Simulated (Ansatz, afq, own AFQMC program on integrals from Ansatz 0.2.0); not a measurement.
Integrals from Ansatz 0.2.0, then the random walk in our own AFQMC program (afq).

```yaml
crystal:
  periodic: [false, false, false]
  atoms:
    - {symbol: B, position_ang: [0.000000, -1.371470, 0.099037]}
    - {symbol: Ge, position_ang: [0.000000, 0.129919, 1.253395]}
    - {symbol: Ga, position_ang: [0.000000, 0.064432, -1.277915]}
    - {symbol: H, position_ang: [0.000000, 0.890191, -2.993530]}
basis:
  gaussian: {orbitals: cc-pVDZ}
magnetization: {spin_polarized: true, initial_magnetization: 1}
correlation: {method: ccsd_t, electrons: outside_noble_gas, hamiltonian_folder: ham}
```

```sh
$ ansatz run in.yaml --threads 1 --pin off --events-out ev --progress --plain --max-ram 1382MiB
```

Options of the walk:

```
--method phaseless --trial cisd --walkers 60 --populations 1 --least-time 40 --time-step 0.005 --steps-per-block 50 --equilibration-blocks 28 --max-blocks 300 --target-error 0.0004 --factor-cut 1e-05 --start spin_pure --seed 8442 --release-times 0.24,0.51,0.99,1.62,2.4 --release-step 0.03 --release-every 4 --taylor-order 6
```

Times are imaginary, in 1/Eh. The walk had a cap of 2099 s. Filled inner d shells are frozen with the cores.

Output of the walk:

```
orbitals 44  electrons 6 5  factors 379 of 828
reference energy -4023.67871013 Eh
CCSD correlation -0.24140426 Eh in 16 cycles, weight of the determinant in the CISD state 0.7580
energy of the start -4023.904183 Eh
 block  time / (1/Eh)  mean weight  energy / Eh
     1     0.250  1.0013  -4023.905183
     2     0.500  1.0013  -4023.910077
     3     0.750  1.0013  -4023.912441
     4     1.000  0.9995  -4023.914711
     5     1.250  0.9996  -4023.917282
     9     2.250  1.0008  -4023.930761
    33     8.250  1.0007  -4023.931748
    65    16.250  1.0006  -4023.939677
    97    24.250  1.0016  -4023.927147
   129    32.250  1.0005  -4023.938077
   161    40.250  0.9996  -4023.938622
   193    48.250  1.0015  -4023.925460
   201    50.250  0.9997  -4023.962665
   225    56.250  1.0005  -4023.941799
   257    64.250  1.0006  -4023.928105
   289    72.250  1.0010  -4023.947113
   321    80.250  0.9981  -4023.949591
blocks merged  error / Eh  count
     1  0.000519  300
     2  0.000670  150
     4  0.000851  75
     8  0.000968  37
    16  0.001248  18
    32  0.001478  9
released: time / (1/Eh)  energy / Eh  error  mean overlap
  0.24  -4023.939886  0.001200  0.9945
  0.51  -4023.939609  0.001206  0.9959
  0.99  -4023.939752  0.000985  1.0017
  1.62  -4023.942097  0.001139  0.9812
  2.40  -4023.941227  0.001223  0.9730
energy -4023.939243 +/- 0.001248 Eh
(rows thinned)
```

The run failed at least one of its tests; the cautions name the faults. The second half of the sampling lies below the first by 1.7 errors of their difference, so the energy may still be moving and its error bar be too small.

Against this walk (error 34.0 meV) on the same determinant: CCSD(T) 61.4 meV higher (within the noise), CCSDT(Q) 56.2 meV lower (within the noise). The error is statistical and leaves out the bias of the constraint. The determinant has ⟨S²⟩ = 1.02, so the low cluster orders mix in higher spin (the high orders can go on to a lower state of that spin), while the walk starts as a pure doublet. None of these is a sure reference here. Released to 2.40 1/Eh the energy moves by -54 ± 48 meV (both errors), within twice the noise.

Cautions: constraint bias not in the error; error not settled; error above the target (34.0 against 10.9 meV); no relativity below Rb; no spin-orbit coupling; inner d shell frozen; higher spins were not checked; strong correlation (T1 0.061, weight of the determinant 0.76, largest double 0.08); (T) is large, 7 % of the CCSD correlation; unrestricted determinant spin contaminated (⟨S²⟩ 1.02 against 0.75); the bias of populations of 60 walkers isn't removed.

The walk took 5.7 min on 1 thread of AMD EPYC 9R45 96-Core Processor (Zen 5) (shared host). The log's last line is the phaseless energy.

CCSDT and higher add their correlation energy to the determinant of the CCSD(T) run, since their own runs factorise the integrals more tightly (a shift of under 2 meV). A walk keeps the symmetry of its determinant, which the program's search chose and which needn't be the lowest solution, so a lower state of the same spin and another symmetry isn't excluded.
